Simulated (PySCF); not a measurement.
# CuO (Copper Monoxide): the cost of one run

Programs: PySCF 2.14.0, with density-fitted response routines of our own. Each step states its level of theory. These are calculated values for one molecule in the gas phase, unless marked as measured. Atoms are numbered from 0 throughout.

### Step 1. The molecule as given

2 atoms, charge 0, multiplicity 2; geometry from: GFN2-xTB. The atoms were then displaced at random by about 0.03 Å, so the start is not that level's minimum.

Bonds of the start (Å): O0–Cu1 1.70.

### Step 2. Relaxing the molecule at PBE0-D3(BJ)/def2-SVP

Job settings and geometry (Å):

```
{"job": {"xc": "PBE0", "basis": "def2-SVP", "d3": "d3bj", "grid": 1, "shake": 0.03, "kind": "geom"}, "charge": 0, "multiplicity": 2}
O      0.871660    -0.082660     0.007100
Cu    -0.821940    -0.005060    -0.029330
```

Command:

```
$ OMP_NUM_THREADS=1 python probes_run.py task.json out
```

This one command runs all jobs of the session in turn.

Q: Estimate the wall time and peak memory of this first job on 1 thread of AMD EPYC 9R45, shared host.

About 6.2 s, with a peak of 0.24 GiB.
